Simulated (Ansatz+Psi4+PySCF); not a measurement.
doublet C3(+): levels of theory in one basis

```json
{"atom": "C", "x (Å)": "-0.0100", "y (Å)": "-0.0263", "z (Å)": "-0.0104"}
{"atom": "C", "x (Å)": "0.7470", "y (Å)": "0.0286", "z (Å)": "1.0934"}
{"atom": "C", "x (Å)": "-0.7658", "y (Å)": "0.0099", "z (Å)": "1.1002"}
```

Basis set: cc-pVTZ (spherical functions). Left uncorrelated: 3 orbitals. Correlation on ROHF uses semicanonical orbitals with singles. Charge 1, multiplicity 2.

Computed with Ansatz (development build ahead of 0.2.0); each method stands on the lowest determinant of its kind that the runs found.

| method | E − E(ROHF) (eV) | <S²> of the determinant |
| --- | --- | --- |
| ROHF | 0.00 | 0.75 |
| UHF | -1.37 | 1.67 |
| ROHF-MP2 | -10.90 | – |
| UHF-MP2 | -10.44 | 1.67 |
| ROHF-CCSD | -11.35 | – |
| UHF-CCSD | -11.33 | 1.67 |
| UHF-CCSD(T) | -12.16 | 1.67 |

Problem. What does ROHF-CCSD(T) give on the same scale?

Solution. -12.31 eV.

The restricted and unrestricted rows may stand on different electronic states: another unrestricted solution lies nearer the restricted one.

Caution for ROHF, ROHF-MP2, ROHF-CCSD, ROHF-CCSD(T): an unrestricted determinant lies well below. Caution for UHF, UHF-MP2, UHF-CCSD, UHF-CCSD(T): the unrestricted determinant is a mixture of spin states. Caution for ROHF-MP2, UHF-MP2, ROHF-CCSD, UHF-CCSD, ROHF-CCSD(T), UHF-CCSD(T): large amplitudes, a single reference is doubtful. Caution for ROHF-MP2, UHF-MP2: MP2 on this radical cation hangs on the determinant chosen. Caution for ROHF-MP2, UHF-MP2, UHF-CCSD(T): another reference gives a lower total.
